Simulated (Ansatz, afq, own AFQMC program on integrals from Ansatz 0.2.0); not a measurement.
AFQMC on a folder of integrals that Ansatz 0.2.0 wrote.

```yaml
crystal:
  periodic: [false, false, false]
  atoms:
    - {symbol: B, position_ang: [-2.129127, 0.000000, 0.000000]}
    - {symbol: H, position_ang: [-2.725860, 1.033571, 0.000000]}
    - {symbol: H, position_ang: [-2.725860, -1.033571, 0.000000]}
    - {symbol: H, position_ang: [-0.787127, 0.000000, 0.000000]}
    - {symbol: N, position_ang: [1.661957, 0.000000, 0.000000]}
    - {symbol: C, position_ang: [0.501873, 0.000000, 0.000000]}
basis:
  gaussian: {orbitals: cc-pVDZ}
magnetization: {spin_polarized: false, initial_magnetization: 1}
correlation: {method: ccsd_t, electrons: outside_noble_gas, hamiltonian_folder: ham}
```

```sh
$ ansatz run in.yaml --threads 1 --pin off --events-out ev --progress --plain --max-ram 16896MiB --backend cuda --devices 0, --max-vram 18GiB
```

Options of the walk:

```
--method phaseless --trial hf --walkers 4000 --populations 20 --least-time 40 --time-step 0.005 --steps-per-block 20 --equilibration-blocks 112 --max-blocks 4000 --target-error 0.00115 --factor-cut 1e-05 --start spin_pure --seed 5326 --taylor-order 6
```

Times are imaginary, in 1/Eh. The walk had a cap of 54 s. With eight or more populations the least sampling time is a fifth of least-time, and the error comes from their spread.

Log:

```
orbitals 54  electrons 8 7  factors 420 of 530
reference energy -118.58016548 Eh
CCSD correlation -0.40121470 Eh in 13 cycles, weight of the determinant in the CISD state 0.8350
energy of the start -118.580166 Eh
 block  time / (1/Eh)  mean weight  energy / Eh
     1     0.100  1.0019  -118.675869
     2     0.200  1.0025  -118.746156
     3     0.300  1.0025  -118.798093
     4     0.400  1.0030  -118.834929
     5     0.500  1.0020  -118.864340
     8     0.800  1.0016  -118.922317
    17     1.700  1.0003  -118.980717
    41     4.100  0.9998  -118.989753
    65     6.500  1.0001  -118.982648
    89     8.900  1.0001  -118.994489
   113    11.300  1.0000  -119.008037
   137    13.700  1.0005  -119.000877
   161    16.100  1.0000  -118.986268
   185    18.500  1.0003  -118.998164
   209    20.900  1.0002  -118.999440
   233    23.300  1.0002  -119.006831
   257    25.700  0.9998  -118.998504
   281    28.100  1.0001  -119.002958
   305    30.500  0.9998  -119.000239
   329    32.900  0.9999  -118.999473
error from the spread of 20 populations
energy -118.998988 +/- 0.001417 Eh
(rows thinned)
```

The run passed its tests (sampling time, drift between the halves within three errors, error under three times the target), which doesn't prove that it has relaxed, ending at its cap on processor time.

Against this walk (error 38.6 meV) on the same determinant: CCSD(T) 58.0 meV higher (within the noise), CCSDT(Q) 5.8 meV lower (within the noise), a separate phaseless walk with a CISD trial and standard settings 4.6 ± 39.4 meV higher (within the noise). The error is statistical and leaves out the bias of the constraint.

Cautions: constraint bias not in the error; error above the target (38.6 against 31.3 meV); higher spins were not checked; a spin-contaminated unrestricted determinant lies lower (UHF 317 meV lower, ⟨S²⟩ 0.97).

The walk took 54 s on 1 × NVIDIA H100 80GB HBM3 with 2 threads of AMD EPYC 7R13 Processor (Zen 3), with other jobs on the host (the card was shared). The log's last line is the phaseless energy.

CCSDT and higher add their correlation energy to the determinant of the CCSD(T) run, since their own runs factorise the integrals more tightly (a shift of under 2 meV). A walk keeps the symmetry of its determinant, which the program's search chose and which needn't be the lowest solution, so a lower state of the same spin and another symmetry isn't excluded.
